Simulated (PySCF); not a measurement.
Atom-mapped SMILES (the numbers label the heavy atoms): `[NH2:1][CH:2]=[S:3]`. Each H is labelled by its parent atom. Ha(N1) is cis to the C=O or C=S heteroatom; Hb(N1) is trans to the C=O or C=S heteroatom.

No relativistic terms, no solvent model, one conformer. GIAO PBE0/pcSseg-2 shieldings; PBE0-D3(BJ)/def2-TZVP geometry; PySCF.

Referencing at the same level of theory: ¹³C, ¹H against TMS; NH3 for ¹⁵N; ³³S vs CS2.

| atoms | nucleus | count | Hirshfeld charge | δ (ppm) |
| --- | --- | --- | --- | --- |
| S3 | ³³S | 1 | -0.23 | 359 |
| Ha(N1) | ¹H | 1 | 0.14 | ? |
| C2 | ¹³C | 1 | 0.02 | 203.3 |
| Hb(N1) | ¹H | 1 | 0.15 | ? |
| H(C2) | ¹H | 1 | 0.06 | 9.47 |
| N1 | ¹⁵N | 1 | -0.15 | 147.5 |

Complete the table.

## Answers


- Ha(N1): 6.72 ppm, hydrogen on a thioamide-type nitrogen; exchangeable; this is the value without hydrogen bonding to other molecules
- Hb(N1): 6.01 ppm, hydrogen on a thioamide-type nitrogen; exchangeable; this is the value without hydrogen bonding to other molecules

OH and NH positions are those of a molecule without intermolecular hydrogen bonds; in solution they move with solvent, concentration and temperature, and exchange usually removes their couplings. Rotation about the amide-type C–N bond is slow at room temperature, so the two groups on nitrogen are listed apart. Shifts are as computed. Against solution values, carbons near 30 ppm lie about +3 ppm off and those near 130 ppm about +9 ppm. Of 1211 compounds with measured shifts, 218 miss one by over three times the rms of a fit or turn the order of signals round; such compounds aren't used in these exercises. Experimental scales use liquid or dissolved standards, which lie at an offset from isolated NH3 (liquid NH3: subtract about 20 ppm).
